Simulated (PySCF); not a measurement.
Charge-transfer reorganisation: `[PH]1(=O)C=CC=C1`, C₄H₅OP

Geometry:
```json
{"atom": "O1", "x (Å)": "2.499", "y (Å)": "0.047", "z (Å)": "-0.764"}
{"atom": "P2", "x (Å)": "1.248", "y (Å)": "-0.153", "z (Å)": "0.054"}
{"atom": "C3", "x (Å)": "0.123", "y (Å)": "1.231", "z (Å)": "0.424"}
{"atom": "C4", "x (Å)": "-1.138", "y (Å)": "0.842", "z (Å)": "0.171"}
{"atom": "C5", "x (Å)": "-1.277", "y (Å)": "-0.530", "z (Å)": "-0.366"}
{"atom": "C6", "x (Å)": "-0.124", "y (Å)": "-1.198", "z (Å)": "-0.532"}
{"atom": "H7", "x (Å)": "1.451", "y (Å)": "-0.696", "z (Å)": "1.370"}
{"atom": "H8", "x (Å)": "0.431", "y (Å)": "2.203", "z (Å)": "0.809"}
{"atom": "H9", "x (Å)": "-2.017", "y (Å)": "1.470", "z (Å)": "0.338"}
{"atom": "H10", "x (Å)": "-2.262", "y (Å)": "-0.943", "z (Å)": "-0.598"}
{"atom": "H11", "x (Å)": "-0.020", "y (Å)": "-2.213", "z (Å)": "-0.916"}
```

Method: UKS PBE0/cc-pVDZ four-point reorganisation energy, gas phase in PySCF. Geometry: PBE0/cc-pVDZ.

**Question.** What is the inner reorganisation energy for hole transfer, with the ionisation energy?

**Answer.** λ = 0.252 (surface of the oxidised species) + 0.363 (surface of the starting species) = 0.615 eV. The ionisation energy is 9.28 eV vertical and 9.02 eV adiabatic without zero-point energy; at the relaxed geometry of the oxidised species the two energies differ by 8.66 eV. Largest bond changes: O1–P2 1.508 → 1.545 Å, C4–C5 1.480 → 1.450 Å, C5–C6 1.344 → 1.368 Å, C3–C4 1.344 → 1.368 Å, P2–H7 1.438 → 1.421 Å. ⟨S²⟩ of the relaxed oxidised species 0.765.

**Question.** What is the inner reorganisation energy for electron transfer, with the electron affinity?

**Answer.** λ = 0.323 (surface of the reduced species) + 0.318 (surface of the starting species) = 0.641 eV. The electron affinity is 0.11 eV vertical and 0.43 eV adiabatic without zero-point energy; at the relaxed geometry of the reduced species the two energies differ by 0.75 eV. Largest bond changes: C4–C5 1.480 → 1.423 Å, C3–C4 1.344 → 1.396 Å, C5–C6 1.344 → 1.396 Å, C6–P2 1.821 → 1.789 Å, P2–C3 1.821 → 1.789 Å. ⟨S²⟩ of the relaxed reduced species 0.756.

The highest occupied orbital of the reduced species is unbound in this basis, so its energies are rough.
